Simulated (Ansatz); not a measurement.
# CH$_{2}$, singlet along the scale of all distances

Starting geometry (PBE0/def2-TZVP stationary point for this spin, not checked as a minimum):

```yaml
atoms:
  - { symbol: C, position_ang: [0.0000, -0.1011, 0.0000] }
  - { symbol: H, position_ang: [0.0000, 0.6021, -0.8621] }
  - { symbol: H, position_ang: [0.0000, 0.6021, 0.8621] }
```

From there all distances are scaled together; atoms are numbered as listed. Energies are in eV, counted from the starting geometry at the same level.

Basis cc-pVDZ; Ansatz 0.2.0. Only valence electrons are correlated (noble-gas cores frozen).

Full CI is exact within this basis and frozen core; it isn't the basis-set limit.

```csv
scale of all distances,BCCD(T)
0.877,0.931
1.000,0.000
1.121,0.322
1.307,1.696
1.505,3.328
1.783,5.142
1.989,5.966
2.425,6.256*
```

An asterisk marks runs whose energy the program itself flagged as in doubt.

Q: Estimate the full CI curve in cc-pVDZ from this one, knowing how BCCD(T) errs.

A: The computed full CI values, in eV from the starting point, and the error of BCCD(T) against them:
```json
{"scale of all distances": "0.877", "full CI": "0.932", "BCCD(T) less full CI": "-0.001"}
{"scale of all distances": "1.000", "full CI": "0.000", "BCCD(T) less full CI": "0.000"}
{"scale of all distances": "1.121", "full CI": "0.320", "BCCD(T) less full CI": "0.002"}
{"scale of all distances": "1.307", "full CI": "1.690", "BCCD(T) less full CI": "0.006"}
{"scale of all distances": "1.505", "full CI": "3.316", "BCCD(T) less full CI": "0.013"}
{"scale of all distances": "1.783", "full CI": "5.139", "BCCD(T) less full CI": "0.002"}
{"scale of all distances": "1.989", "full CI": "6.031", "BCCD(T) less full CI": "-0.065"}
{"scale of all distances": "2.425", "full CI": "6.904", "BCCD(T) less full CI": "-0.648"}
```

Full CI's occupations show more than one leading determinant at 1.989, 2.425.

BCCD(T) falls under the reference: its perturbative term grows as the gap closes, and it ends 0.648 eV too low at 2.425.
